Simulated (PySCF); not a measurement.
# Telling isomers of C$_{4}$H$_{5}$N apart by NMR

- shielding tensors at PBE0/pcSseg-1 (GIAO)
- structure optimised with GFN2-xTB
- code: PySCF 2.14
- non-relativistic, equivalent nuclei averaged, single conformer, gas phase

Referencing at the same level of theory: 1H (σref 31.72) and 13C (σref 186.93) vs TMS. Where no couplings were computed, multiplicities follow the n + 1 count of equivalent neighbours, and m marks all less simple cases (inequivalent or close neighbours, rings, F or P nearby). Shifts are as computed. Against solution values, carbons near 30 ppm lie about +3 ppm off and those near 130 ppm about +5 ppm. Of 1313 compounds with measured shifts, 239 miss one by over three times the rms of a fit or turn the order of signals round; such compounds aren't used in these exercises.

(1) Tabulate the signals of `C#CCN=C`, `C=C(C)C#N` and their relative energies.

(2) What is the quickest way to tell C#CCN=C from C=C(C)C#N?

Results:

(1) 
| SMILES | carbon types | δC | δH | E rel. (kcal/mol) |
| --- | --- | --- | --- | --- |
| C#CCN=C | 1×C 1×CH 2×CH2 | 156.2, 86.1, 80.7, 50.1 | 8.05 (d, 1H), 7.62 (d, 1H), 4.98 (d, 2H), 2.05 (t, 1H) | 44.9 |
| C=C(C)C#N | 2×C 1×CH2 1×CH3 | 139.2, 126.7, 123.8, 24.9 | 6.15 (m, 1H), 6.06 (m, 1H), 2.08 (s, 3H) | 0.0 |

Energies are electronic energies at PBE0/pcSseg-1 on these geometries, without zero-point or thermal terms, each for the one conformer computed, which needn't be the lowest.

(2) Both give the same number of carbon signals, but DEPT or the intensities differ. The first has a terminal alkyne carbon (CH) at 86.1 ppm, the second an allylic methyl carbon (CH3) at 24.9 ppm. Their most deshielded carbons lie at 156.2 and 139.2 ppm. In the proton spectra the most deshielded non-exchanging signals are 8.05 (d, 1H) and 6.15 (m, 1H).
